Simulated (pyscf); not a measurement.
`[F][GeH]=[S]` -> `[S]=[Ge]` [singlet] + `[FH]`, a 1,1-elimination (singlet surface; F–Ge, Ge–H broken, F–H formed). PySCF, gas phase, ωB97X-D3(BJ)/def2-SVP geometries. Correlated levels are frozen-core, on RHF or UHF. ΔMP2 is the change of the MP2 total energy from the triple- to the quadruple-zeta basis. Energies in eV from the reactant's lowest minimum found.

Small-basis levels: PySCF, no dispersion term, spherical d functions. 

Question: Quick MP2/6-31G*+LANL2DZ single points give ΔE‡ = 2.44 eV and ΔE = +0.44 eV. What does CCSD(T)/def2-TZVPP + ΔMP2(QZVPP) give, and how far is the quick result from it?

Answer: CCSD(T)/def2-TZVPP + ΔMP2(QZVPP) gives ΔE‡ = 2.06 eV and ΔE = +0.13 eV. MP2/6-31G*+LANL2DZ lies 0.38 eV over it in the barrier and 0.31 eV over it in the reaction energy, so on this step it does not hold to within 0.13 eV. CCSD(T)/def2-TZVPP + ΔMP2(QZVPP) has limits of its own. F–GeH=S lies 0.84 eV over its isomer F–Ge:–SH [singlet] (electronic energy, ωB97M-D3(BJ)). This is the saddle that the search found; another between the same sides may lie lower. The CCSD(T) − MP2 part came from Ansatz, without density fitting, on the same reference. The frozen core leaves the outer d or s,p core shells of the metals and heavy elements correlated in the MP2 and CC values, and def2-TZVPP describes them poorly, which can shift differences by a few kcal/mol. In the def2 sets elements up to Kr have no core potential.
